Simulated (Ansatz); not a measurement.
`CN1COC1F`, relaxed with RKS PBE0-D4/def2-TZVP in Ansatz 0.2.0 from a PBE-D4/def2-SVP geometry. The force threshold is 0.005 eV/Å; the program also tests the step.

Charge 0, multiplicity 1.

Start:

```xyz
12

C     0.636   -0.240    1.293
N     0.453   -0.200   -0.141
C     0.131    1.036   -0.852
O    -0.864    0.335   -1.630
C    -0.709   -0.771   -0.778
F    -1.798   -0.924    0.077
H    -0.208    0.209    1.870
H     1.570    0.295    1.559
H     0.755   -1.292    1.621
H     0.944    1.448   -1.492
H    -0.308    1.851   -0.223
H    -0.602   -1.747   -1.305
```

| step | energy (eV) | largest force (eV/Å) | largest move (Å) |
| --- | --- | --- | --- |
| 1 | -9455.2493 | 0.654 | 0.000 |
| 2 | -9455.2982 | 0.249 | 0.026 |
| 3 | -9455.3037 | 0.034 | 0.013 |
| 4 | -9455.3037 | 0.016 | 0.003 |
| 5 | -9455.3038 | 0.007 | 0.007 |
| 6 | -9455.3038 | 0.005 | 0.002 |
| 7 | -9455.3038 | 0.005 | 0.001 |

End:

```xyz
12

C     0.632   -0.236    1.281
N     0.465   -0.206   -0.149
C     0.131    1.029   -0.840
O    -0.858    0.331   -1.609
C    -0.697   -0.768   -0.773
F    -1.773   -0.914    0.077
H    -0.199    0.229    1.829
H     1.558    0.279    1.542
H     0.726   -1.272    1.613
H     0.923    1.441   -1.471
H    -0.312    1.813   -0.208
H    -0.598   -1.726   -1.291
```

Run time 21 s (4 threads of an Intel Xeon Platinum 8488C on a shared host); peak host memory 0.61 GiB.
